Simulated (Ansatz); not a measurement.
Species: NaCl, charge 1, doublet. NaCl+ (parent SMILES [Na][Cl], doublet).
B3LYP-D3(BJ)/def2-TZVP minimum from Ansatz (a first-principles code):
```
Na
Cl 1 2.8126
```
Charge +1, spin multiplicity 2.

Total energies in def2-QZVPP, 7 correlated electrons, 10 frozen orbitals. Radicals and triplets start from unrestricted determinants; spin-orbit coupling is neglected. Cores are frozen in correlated methods. No relativity. The spin of ClNa+ (parent SMILES [Na][Cl], doublet) was assumed, and the state is the lowest solution found for it.

```json
[
 {"method": "HF", "program": "Ansatz", "energy (Eh)": "-621.17677", "minus CCSDT(Q) (mEh)": "206.74"},
 {"method": "MP2", "program": "Ansatz", "energy (Eh)": "-621.35277", "minus CCSDT(Q) (mEh)": "30.74"},
 {"method": "CCSD", "program": "Ansatz", "energy (Eh)": "-621.37518", "minus CCSDT(Q) (mEh)": "8.33"},
 {"method": "CCSD(T)", "program": "Ansatz", "energy (Eh)": "-621.38253", "minus CCSDT(Q) (mEh)": "0.98"},
 {"method": "CCSDT(Q)", "program": "Ansatz", "energy (Eh)": "-621.38351", "minus CCSDT(Q) (mEh)": "0.00"}
]
```

Rough core times of Ansatz's runs on a shared machine: CCSD(T) 60 s, CCSDT(Q) 10 min.
